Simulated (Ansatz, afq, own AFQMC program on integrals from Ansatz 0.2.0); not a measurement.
Two steps: Ansatz 0.2.0 writes the Fock matrix and Cholesky factors of the valence space, and afq projects on them the lowest state that overlaps trial and start.

```yaml
crystal:
  periodic: [false, false, false]
  atoms:
    - {symbol: Al, position_ang: [0.000000, -0.092411, 2.051179]}
    - {symbol: N, position_ang: [0.000000, -0.310868, -0.664047]}
    - {symbol: H, position_ang: [0.000000, 0.403279, -1.387132]}
basis:
  gaussian: {orbitals: cc-pVDZ}
magnetization: {spin_polarized: false, initial_magnetization: 1}
correlation: {method: ccsd_t, electrons: outside_noble_gas, hamiltonian_folder: ham}
```

```sh
$ ansatz run in.yaml --threads 1 --pin off --events-out ev --progress --plain --max-ram 1382MiB
```

afq runs on the folder ham with

```
--method phaseless --trial cisd --walkers 60 --populations 1 --least-time 40 --time-step 0.005 --steps-per-block 50 --equilibration-blocks 40 --max-blocks 300 --target-error 0.00072 --factor-cut 1e-05 --start spin_pure --seed 8293 --release-times 0.24,0.51,0.99,1.62,2.4 --release-step 0.03 --release-every 4 --taylor-order 6
```

Times are imaginary, in 1/Eh. The walk had a cap of 678 s.

Log:

```
orbitals 31  electrons 5 4  factors 212 of 362
reference energy -296.81475235 Eh
CCSD correlation -0.22262495 Eh in 21 cycles, weight of the determinant in the CISD state 0.8079
energy of the start -297.037377 Eh
 block  time / (1/Eh)  mean weight  energy / Eh
     1     0.250  0.9983  -297.034876
     2     0.500  0.9999  -297.035547
     3     0.750  0.9982  -297.036916
     4     1.000  1.0011  -297.035857
     5     1.250  1.0005  -297.038388
    10     2.500  0.9992  -297.041265
    31     7.750  1.0010  -297.044835
    56    14.000  1.0000  -297.042341
    66    16.500  0.9996  -297.056060
    81    20.250  1.0007  -297.039639
   106    26.500  0.9987  -297.038286
   131    32.750  0.9976  -297.039256
   151    37.750  0.9867  -297.025560
   156    39.000  1.0026  -297.048935
   181    45.250  0.9999  -297.041908
   206    51.500  0.9984  -297.053193
blocks merged  error / Eh  count
     1  0.000535  170
     2  0.000654  85
     4  0.000708  42
     8  0.000663  21
    16  0.000607  10
released: time / (1/Eh)  energy / Eh  error  mean overlap
  0.24  -297.045532  0.000625  1.0115
  0.51  -297.046911  0.000924  1.0080
  0.99  -297.047732  0.000971  0.9950
  1.62  -297.048551  0.001240  0.9823
  2.40  -297.049336  0.002061  0.9711
energy -297.046329 +/- 0.000708 Eh
(rows thinned)
```

The run passed its tests (sampling time, drift between the halves within three errors, error under three times the target), which doesn't prove that it has relaxed.

Against this walk (error 19.3 meV) on the same determinant: CCSD(T) 2.8 meV lower (within the noise), CCSDT(Q) 90.4 meV lower. The error is statistical and leaves out the bias of the constraint. The released energies are still falling (meV from the phaseless value at times in 1/Eh: 22 ± 17 at 0.24, -16 ± 25 at 0.51, -38 ± 26 at 0.99, -60 ± 34 at 1.62, -82 ± 56 at 2.40), so they give no level. CCSDT(Q) is the surest value here, so the walk's 90 meV above it is most likely the bias of the constraint with this trial, which can have either sign.

Cautions: constraint bias not in the error; higher spins were not checked; a spin-contaminated unrestricted determinant lies lower (UHF 882 meV lower, ⟨S²⟩ 1.69); strong correlation (T1 0.062, weight of the determinant 0.81, largest double 0.12); the bias of populations of 60 walkers isn't removed.

The walk took 2.1 min on 1 thread of Arm Neoverse V2, on a shared host. The log's last line is the phaseless energy.

CCSDT and higher add their correlation energy to the determinant of the CCSD(T) run, since their own runs factorise the integrals more tightly (a shift of under 2 meV). A walk keeps the symmetry of its determinant, which the program's search chose and which needn't be the lowest solution, so a lower state of the same spin and another symmetry isn't excluded.
